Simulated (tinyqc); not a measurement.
The integration grid: Kohn-Sham LDA (VWN5) on finer and finer grids in the sto-6g basis, for NH, spin multiplicity 3. Computed by the program tinyqc with PySCF. Command: `OMP_NUM_THREADS=1 python tinyqc.py 111981 111982 out.jsonl`; one thread of a shared host (Intel(R) Xeon(R) Processor @ 2.60GHz), about 4 s.

Geometry (angstrom):

| atom | x | y | z |
|---|---|---|---|
| N | 0.0000 | 0.0000 | 0.0000 |
| H | 0.0000 | 0.0000 | 1.1460 |

Self-consistent on each grid; the net force on the molecule should vanish.

Kohn-Sham energy on Becke grids (radial x angular points per atom):

| grid | points | residual of the electron count | E (hartree) | E - finest (mhartree) | largest net force without grid terms (hartree/bohr) |
|---|---|---|---|---|---|
| 10 x 14 | 275 | 2.09e-02 | -54.53346 | 5.38279 | 2.34e-02 |
| 15 x 26 | 771 | 1.45e-02 | -54.54484 | -6.00021 | 1.11e-02 |
| 20 x 50 | 1988 | 1.99e-04 | -54.53966 | -0.81695 | 3.07e-04 |
| 30 x 86 | 5141 | 5.04e-05 | -54.53887 | -0.02787 | 2.14e-04 |
| 50 x 194 | 19368 | -8.14e-07 | -54.53884 | 0.00058 | 2.50e-06 |
| 75 x 302 | 45251 | 6.55e-08 | -54.53884 | -3.80e-05 | 3.56e-07 |
| 120 x 590 | 141411 | -6.47e-10 | -54.53884 | 0.00000 | 1.36e-08 |

The energy is within 0.1 mhartree of the finest grid first at 30 x 86. The error has both signs, since quadrature is not variational. The electron count and the net force are cheap signs of a poor grid.
